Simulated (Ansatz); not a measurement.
Results of rVV10 (plane waves, PAW; Ansatz, a program for electronic structure) for solid chlorine.

Settings: plane-wave cutoff 500 eV, 6×6×4 k mesh (along the axes of the cell as run), gaussian smearing 0.02 eV, scalar-relativistic PAW data made under PBE.

Computed at the level's own relaxed cell.

Problem. Estimate the equilibrium volume per atom, equilibrium lattice constant a, lattice parameter b and c axis length that the calculation returns.

Solution. 
- equilibrium volume per atom: 25.50 Å³/atom
- equilibrium lattice constant a: 6.349 Å
- lattice parameter b: 3.989 Å
- c axis length: 8.054 Å
